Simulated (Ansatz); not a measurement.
We consider 2H MoS2, described by LDA (plane waves, PAW; Ansatz, a quantum-chemistry and plane-wave program).

Run with plane-wave cutoff 520 eV, 12×12×4 k mesh (along the axes of the cell as run), no spin polarisation, scalar-relativistic PAW data made under PBE.

Cell (relaxed at this level):

```
MoS2
1.0
    3.12218     0.00000     0.00000
   -1.56109     2.70389     0.00000
    0.00000     0.00000    12.07711
Mo S
2 4
Cartesian
  1.56109   0.90130   9.05783
  0.00000   1.80259   3.01928
  1.56109   0.90130   4.57345
  0.00000   1.80259  10.61201
  0.00000   1.80259   7.50366
  1.56109   0.90130   1.46510
```

Problem. What does this level give for the elastic constant C33, elastic constant C13, Voigt–Reuss–Hill bulk modulus, elastic constant C11, elastic constant C12, elastic constant C44 and elastic constant C66?

Solution. 
elastic constant C33: 52.6 GPa
elastic constant C13: 11.3 GPa
Voigt–Reuss–Hill bulk modulus: 60.6 GPa
elastic constant C11: 243 GPa
elastic constant C12: 59.2 GPa
elastic constant C44: 20.4 GPa
elastic constant C66: 91.9 GPa

Measured, for comparison: elastic constant C33 52 GPa, elastic constant C11 238 GPa, elastic constant C44 19 GPa (temperature not stated, not corrected to a static lattice; as tabulated in Guerrero et al. (2021), arXiv:2010.02198); elastic constant C13 23 GPa (temperature not stated, not corrected to a static lattice; as tabulated in Ulian and Valdrè (2023), doi:10.1107/s1600576723002571). Computed (rounded) less measured: elastic constant C33 +1 %, elastic constant C13 -51 %, elastic constant C11 +2 %, elastic constant C44 +7 %. A static lattice is as a rule a little smaller and stiffer than an uncorrected measurement, which narrows the difference in the elastic constant C33, elastic constant C11, elastic constant C44 and would widen misses of the other sign.

Elastic constants are with the ions relaxed.

The computed numbers hold no vibrational or temperature effects.

Computing time: about 11 core-minutes (a rough figure).
